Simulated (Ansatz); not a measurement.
Cost and result up the ladder for SiH2MeCl (CH5ClSi) (8 atoms). The state is a singlet with charge 0. Geometry: r2SCAN-D4/def2-TZVP.

```
atom   x (Å)   y (Å)   z (Å)
 Si1  -0.424   0.515   0.534
  H2  -1.889   0.286   0.548
  H3  -0.153   1.956   0.318
  C4   0.414  -0.534  -0.749
  H5   0.030  -0.290  -1.744
  H6   0.234  -1.595  -0.565
  H7   1.493  -0.365  -0.749
 Cl8   0.294   0.028   2.407
```

Ansatz on 4 threads of Arm Neoverse V2 on a shared host. Times are rough, and most runs start from the orbitals of an earlier one. ωB97M-V/def2-TZVP serves as the yardstick here, not as an exact answer. Differences are given only for rows in sets of like size (and for xTB, whose basis is part of the method), since another set adds its own error. Binding counts from free atoms at the same level (Si triplet, H doublet, C triplet, Cl doublet; other spins of the atoms weren't run), without zero-point energy or a counterpoise term.

LC-ωPBE has ω = 0.4 bohr⁻¹. B3LYP takes the VWN-RPA correlation. Correlated methods freeze 11 core orbitals.

Correlated methods converge slowly with the basis.

```json
{"level": "HF/STO-3G", "functions": "28", "wall time": "0.1 s"}
{"level": "HF/6-31G", "functions": "45", "wall time": "0.15 s"}
{"level": "PBE-D4/def2-SVP", "functions": "75", "wall time": "0.45 s"}
{"level": "B3LYP-D4/6-31G", "functions": "45", "wall time": "0.45 s"}
{"level": "LDA (SPW92)/def2-TZVP", "functions": "135", "wall time": "0.5 s"}
{"level": "PBE0-D4/def2-SVP", "functions": "75", "wall time": "0.65 s"}
{"level": "MP2/def2-TZVP", "functions": "135", "wall time": "0.7 s"}
{"level": "PBE-D4/def2-TZVP", "functions": "135", "wall time": "0.85 s"}
{"level": "B3LYP-D4/def2-TZVP", "functions": "135", "wall time": "1 s"}
{"level": "LC-ωPBE/def2-TZVP", "functions": "135", "wall time": "1.1 s"}
{"level": "r2SCAN-D4/def2-TZVP (with forces)", "functions": "135", "wall time": "2.2 s"}
{"level": "ωB97X-V/def2-TZVP", "functions": "135", "wall time": "2.8 s"}
{"level": "ωB97M-V/def2-TZVP", "functions": "135", "wall time": "3.5 s"}
{"level": "B97M-V/def2-TZVP", "functions": "135", "wall time": "3.8 s"}
```

Question: Estimate what each level gives for the binding energy per atom (eV).

Answer: 
```json
{"level": "HF/STO-3G", "binding energy per atom (eV)": "3.51", "difference from ωB97M-V/def2-TZVP (eV)": "–"}
{"level": "HF/6-31G", "binding energy per atom (eV)": "2.38", "difference from ωB97M-V/def2-TZVP (eV)": "–"}
{"level": "PBE-D4/def2-SVP", "binding energy per atom (eV)": "3.49", "difference from ωB97M-V/def2-TZVP (eV)": "–"}
{"level": "B3LYP-D4/6-31G", "binding energy per atom (eV)": "3.25", "difference from ωB97M-V/def2-TZVP (eV)": "–"}
{"level": "LDA (SPW92)/def2-TZVP", "binding energy per atom (eV)": "3.88", "difference from ωB97M-V/def2-TZVP (eV)": "0.37"}
{"level": "PBE0-D4/def2-SVP", "binding energy per atom (eV)": "3.47", "difference from ωB97M-V/def2-TZVP (eV)": "–"}
{"level": "MP2/def2-TZVP", "binding energy per atom (eV)": "3.38", "difference from ωB97M-V/def2-TZVP (eV)": "-0.12"}
{"level": "PBE-D4/def2-TZVP", "binding energy per atom (eV)": "3.50", "difference from ωB97M-V/def2-TZVP (eV)": "-0.01"}
{"level": "B3LYP-D4/def2-TZVP", "binding energy per atom (eV)": "3.48", "difference from ωB97M-V/def2-TZVP (eV)": "-0.02"}
{"level": "LC-ωPBE/def2-TZVP", "binding energy per atom (eV)": "3.46", "difference from ωB97M-V/def2-TZVP (eV)": "-0.04"}
{"level": "r2SCAN-D4/def2-TZVP (with forces)", "binding energy per atom (eV)": "3.50", "difference from ωB97M-V/def2-TZVP (eV)": "-0.01"}
{"level": "ωB97X-V/def2-TZVP", "binding energy per atom (eV)": "3.51", "difference from ωB97M-V/def2-TZVP (eV)": "0.01"}
{"level": "ωB97M-V/def2-TZVP", "binding energy per atom (eV)": "3.51", "difference from ωB97M-V/def2-TZVP (eV)": "0.00"}
{"level": "B97M-V/def2-TZVP", "binding energy per atom (eV)": "3.51", "difference from ωB97M-V/def2-TZVP (eV)": "0.01"}
```
